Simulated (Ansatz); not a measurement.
**Worked example: BNGe⁺, doublet against BNGe, triplet**

Geometry (PBE0/def2-TZVP stationary point of a triplet), kept for both states (BNGe, triplet: Π; BNGe⁺, doublet: Σ⁺):

```xyz
3

B     0.0000    0.0000   -1.4446
N     0.0000    0.0000   -0.1777
Ge    0.0000    0.0000    1.6223
```

Basis cc-pVTZ; Ansatz 0.2.0. Correlated methods freeze the noble-gas cores and the filled d shells of p-block atoms. R marks a restricted (for open shells ROHF) determinant, U an unrestricted one. No spin–orbit coupling is included, and no scalar relativity.

Full CI isn't at hand for all of this; UCCSDT(Q) serves as the reference, and is uncertain by about the last step of the cluster series.

Unrestricted rows (U, and Kohn–Sham where it breaks symmetry) aren't spin-pure: their determinants' ⟨S²⟩ exceeds S(S+1) by up to 0.13, so they mix in states of higher spin.

```json
{"level": "UHF", "E(BNGe, triplet) (hartree)": "-2154.503275", "E(BNGe⁺, doublet) (hartree)": "-2154.272915"}
{"level": "UMP2", "E(BNGe, triplet) (hartree)": "-2154.823977", "E(BNGe⁺, doublet) (hartree)": "-2154.585026"}
{"level": "UCCSD(T)", "E(BNGe, triplet) (hartree)": "-2154.861156", "E(BNGe⁺, doublet) (hartree)": "-2154.614685"}
{"level": "PBE", "E(BNGe, triplet) (hartree)": "-2156.154415", "E(BNGe⁺, doublet) (hartree)": "-2155.904551"}
{"level": "wB97M-V", "E(BNGe, triplet) (hartree)": "-2156.430219", "E(BNGe⁺, doublet) (hartree)": "-2156.185134"}
{"level": "UCCSDT(Q)", "E(BNGe, triplet) (hartree)": "-2154.863784", "E(BNGe⁺, doublet) (hartree)": "-2154.616682"}
```

Task: Give the vertical gap, BNGe⁺ doublet less BNGe triplet, at each level in eV (1 hartree = 27.2114 eV), and each error against UCCSDT(Q).

Result: UCCSDT(Q): (-2154.616682 − (-2154.863784)) × 27.2114 = 6.724 eV (the reference)
wB97M-V: (-2156.185134 − (-2156.430219)) × 27.2114 = 6.669 eV, error -0.055 eV
PBE: (-2155.904551 − (-2156.154415)) × 27.2114 = 6.799 eV, error 0.075 eV
UCCSD(T): (-2154.614685 − (-2154.861156)) × 27.2114 = 6.707 eV, error -0.017 eV
UMP2: (-2154.585026 − (-2154.823977)) × 27.2114 = 6.502 eV, error -0.222 eV
UHF: (-2154.272915 − (-2154.503275)) × 27.2114 = 6.268 eV, error -0.456 eV

Total energies of functionals can't be set beside those of wave-function methods, since they hold the core's correlation and their own absolute errors; only the differences compare.

The reference still carries a basis error, for a change of charge of the order of 0.1 eV, so smaller errors of functionals can't be ranked.

Each level lands on the state that its own search finds. T1 diagnostics of restricted CCSD: 0.033 and 0.024.
